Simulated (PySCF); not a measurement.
Numbering as in the mapped SMILES `[CH3:1][CH2:2][C:3]([CH3:4])([F:5])[F:6]` (H(Xn): hydrogen on atom n).

Isolated molecule, a single conformation, non-relativistic, one averaged value for each set of equivalent atoms. NMR shieldings at B97-2/pcSseg-2/GIAO; coordinates at the PBE0-D3(BJ)/def2-TZVP level; PySCF 2.14.

Scale: 13C (σ = 185.38 ppm), 1H (σ = 31.64 ppm) against TMS; CFCl3 for 19F (σ = 175.98 ppm) (reference shieldings calculated alike).

```
atoms  nucleus  count  δ (ppm)
H(C2)       1H      2     1.80
H(C4)       1H      3     1.44
H(C1)       1H      3     1.01
   C3      13C      1        ?
   C4      13C      1     23.0
F5/F6      19F      2        ?
   C1      13C      1     11.1
   C2      13C      1     35.6
```

Question: Estimate the values marked ?.

Answer: 
- C3: 132.6 ppm, fully substituted sp3 carbon bonded to 2 F; 2 electronegative neighbours deshield it
- F5/F6: -108.1 ppm, fluorine of a CF2 group

Shifts are as computed. Against solution values, carbons near 30 ppm lie about +3 ppm off and those near 130 ppm about +7 ppm. Of 1211 compounds with measured shifts, 218 miss one by over three times the rms of a fit or turn the order of signals round; such compounds aren't used in these exercises. Unscaled 19F shifts against computed CFCl3 carry errors that often reach 10 to 50 ppm.
